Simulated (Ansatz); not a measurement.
MgCl₂, relaxed as a singlet with RKS PBE0-D4/def2-TZVP in Ansatz, starting from the GFN2-xTB geometry. Force threshold 0.02 eV/Å.

Start:

```xyz
3

Mg    0.012   -0.004   -0.006
Cl    0.289   -1.433    1.535
Cl   -0.301    1.437   -1.529
```

Estimate the energy that the relaxation releases and the steps that it takes.

3.4 kJ/mol, in 3 steps; 2.5 s on 4 threads of Arm Neoverse V2 on a shared host. No frequencies were taken in this run, so the end may be a saddle point.

Does the start keep its bonding and symmetry?

By distances, no bond broke or formed. The bond that changes most is Mg1–Cl3, from 2.12 to 2.17 Å (atoms count from 1). Point group D∞h at the start, D∞h at the end, both within 0.05 Å.

Predict the relaxed structure.


| atom | x (Å) | y (Å) | z (Å) |
| --- | --- | --- | --- |
| Mg1 | 0.0058 | -0.0020 | -0.0030 |
| Cl2 | 0.2990 | -1.4670 | 1.5684 |
| Cl3 | -0.3048 | 1.4689 | -1.5655 |
Bond lengths: 2 × Cl–Mg 2.17 Å.
